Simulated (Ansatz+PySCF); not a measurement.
**singlet C₂H₆ in separate pieces: levels of theory in one basis**

```xyz
8

C     0.0000    0.0000   -0.7596
C     0.0000    0.0000    3.7978
H     0.0000   -1.0240   -1.1651
H    -0.8868    0.5120   -1.1651
H     0.8868    0.5120   -1.1651
H     0.0000    1.0240    4.2034
H    -0.8868   -0.5120    4.2034
H     0.8868   -0.5120    4.2034
```

Basis set: cc-pVDZ (spherical functions). Left uncorrelated: 2 orbitals. Charge 0, multiplicity 1.

Computed with Ansatz (development build ahead of 0.2.0); each method stands on the lowest determinant of its kind that the runs found. NEVPT2 correlates all electrons. Active spaces start from the frontier orbitals, and the lowest solution found is given.

```tsv
method	E − E(RHF) (eV)	<S²> of the determinant
RHF	0.00	0.00
UHF	-5.38	1.01
RHF-CCSD	-12.62	–
RHF-CCSD(T)	-14.18	–
CASSCF(2,2)	-5.23	–
SC-NEVPT2(2,2)	-12.44	–
```

**Question.** What does RHF-MP2 give on the same scale?

**Answer.** -11.86 eV.

**Question.** Is a single determinant a sound starting point here?

**Answer.** It is doubtful. Unrestricted orbitals lower Hartree–Fock by 5.38 eV and <S²> is 1.01 where a pure state has 0.00, a sign of strong static correlation. The CASSCF(2,2) natural occupations are 1.05, 0.95.

Caution for RHF, RHF-MP2, RHF-CCSD, RHF-CCSD(T): an unrestricted determinant lies well below. Caution for UHF: the unrestricted determinant is a mixture of spin states; the determinant breaks the point group. Caution for RHF-MP2: large amplitudes, a single reference is doubtful. Caution for RHF-CCSD, RHF-CCSD(T): very large amplitudes, the method is breaking down; the amplitudes may be one of several solutions.
